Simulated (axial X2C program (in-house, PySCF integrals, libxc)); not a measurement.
Levels of P₂⁻ by electron attachment to P₂ (EOM-EA-CCSD)

Computed with an in-house all-electron X2C program for linear molecules (integrals from PySCF): two-component X2C with atomic mean-field Coulomb and Gaunt terms, Gaussian nuclei, basis P dyall-av3z with contracted cores.

R = 1.740 Å (0.920 times 1.891 Å, the PBE0 minimum at charge 0 for the lowest determinant).

Levels of P₂⁻ obtained by attaching an electron to P₂:

| Ω | binding energy (eV) | above lowest (cm⁻¹) | attached spinor | one-particle weight |
| --- | --- | --- | --- | --- |
| 1/2 | -0.143 | 0 | 52% P pπ, 42% P dπ | 0.94 |
| 3/2 | -0.157 | 110 | 52% P pπ, 42% P dπ | 0.94 |
| 1/2 | -0.978 | 6737 | 96% P pσ | 0.99 |
| 1/2 | -1.343 | 9680 | 84% P sσ | 0.98 |
| 1/2 | -1.479 | 10774 | 98% P pπ | 0.99 |
| 3/2 | -1.479 | 10774 | 98% P pπ | 0.99 |
| 1/2 | -1.884 | 14045 | 78% P pσ, 18% P dσ | 0.99 |

Take the first Ω = 1/2 and Ω = 3/2 rows of π character: how far apart are they, and which lies lower?

E(3/2) − E(1/2) = 110 − 0 = 110 cm⁻¹ at EOM-EA-CCSD: regular, Ω = 1/2 lower. Splittings at this level can be off by ten to twenty per cent.

Negative binding energies belong to unbound states, resonances or levels that the basis set holds; within some tenths of an eV of zero the sign is not settled.

This point took 10 s on 1 thread of Arm Neoverse V1, with other jobs on the host.

Reference electrons by ω block (each with its −ω partner): 1/2: 12, 3/2: 3. 10 electrons of P₂ correlated (inner shells frozen), 92 natural virtual spinors (a truncated set); levels can be off by some tenths of an eV. Roots sought by Ω: (1/2: 5, 3/2: 4, 5/2: 2, 7/2: 1); the list ends where they run out and leaves out roots under 60 % one-particle weight. The solver can skip a root, and states that need a further excitation, which the method places far too high, are missing though they may lie low or lowest. T1 of the reference 0.014 (Lee–Taylor). Number of frozen shells: P 2 s, 1 p. g and u states are not told apart.
